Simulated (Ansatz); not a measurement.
C4H6 can be A, `CC1=CC1`, or B, `CC#CC`.

Computed with Ansatz on PBE0-D4/def2-TZVP structures; ΔE is electronic, products minus reactants. CBS: MP2 limit from def2 TZ/QZ plus the TZ coupled-cluster correction, frozen cores. Functionals use def2-TZVPP. B3LYP here is the variant with VWN-RPA as its local correlation; programs differ in this.

(1) Which isomer does CCSD(T)/CBS put lower? Give the gap. (An estimate is asked.)

(2) Give E(B) − E(A) in kJ/mol with B3LYP, B2PLYP, ωB97M-V, CCSD/def2-TZVPP, r2SCAN-D4, LDA (SPW92), PBE0-D4. (Estimate.)

(3) Does the order hold for the free energy at 298.15 K (harmonic terms from PBE0-D4)? (Best estimate.)

Largest T1 diagnostic: 0.011.

## Answers

(1) The calculation gave: B, by 93.5 kJ/mol.

(2) The calculation gave: B3LYP -98.0, B2PLYP -99.4, ωB97M-V -87.1, CCSD/def2-TZVPP -95.3, r2SCAN-D4 -84.3, LDA (SPW92) -68.9, PBE0-D4 -76.8. None reverses the order clearly.

(3) Ansatz gave: Yes: G(B) − G(A) = -95.3 kJ/mol. Modes under 60 cm⁻¹, often nearly free rotors, make the harmonic entropy too high.

At CCSD(T), def2-SVP lies +7.9 kJ/mol from the extrapolated value and def2-TZVPP −0.0 kJ/mol. In def2-TZVPP, CCSD(T) changes the Hartree–Fock value by +17.2 kJ/mol (the triples alone add +1.8 kJ/mol) and MP2 by +16.6 kJ/mol.
